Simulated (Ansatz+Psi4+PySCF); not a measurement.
# doublet CH5O: levels of theory in one basis

```xyz
7

C    -1.2115    0.0080    0.0004
O     1.2940   -0.1087    0.0001
H     0.0095   -0.1180    0.0028
H    -1.5255   -0.2333    1.0101
H    -1.4307    1.0332   -0.2781
H    -1.5527   -0.7101   -0.7377
H     1.4166    0.8499   -0.0006
```

Basis set: cc-pVTZ (spherical functions). Frozen core: 2 orbitals. Correlation on ROHF uses semicanonical orbitals with singles. Charge 0, multiplicity 2.

Computed with Ansatz (development build ahead of 0.2.0) and Psi4 1.11; each method stands on the lowest determinant of its kind that the runs found.

```json
{"method": "ROHF", "E − E(ROHF) (eV)": "0.00", "<S²> of the determinant": "0.75"}
{"method": "UHF", "E − E(ROHF) (eV)": "-0.34", "<S²> of the determinant": "0.79"}
{"method": "ROHF-MP2", "E − E(ROHF) (eV)": "-11.97", "<S²> of the determinant": "–"}
{"method": "UHF-MP2", "E − E(ROHF) (eV)": "-11.94", "<S²> of the determinant": "0.79"}
{"method": "ROHF-CCSD", "E − E(ROHF) (eV)": "-12.79", "<S²> of the determinant": "–"}
{"method": "UHF-CCSD", "E − E(ROHF) (eV)": "-12.81", "<S²> of the determinant": "0.79"}
{"method": "ROHF-CCSD(T)", "E − E(ROHF) (eV)": "-13.22", "<S²> of the determinant": "–"}
{"method": "UHF-CCSD(T)", "E − E(ROHF) (eV)": "-13.22", "<S²> of the determinant": "0.79"}
```
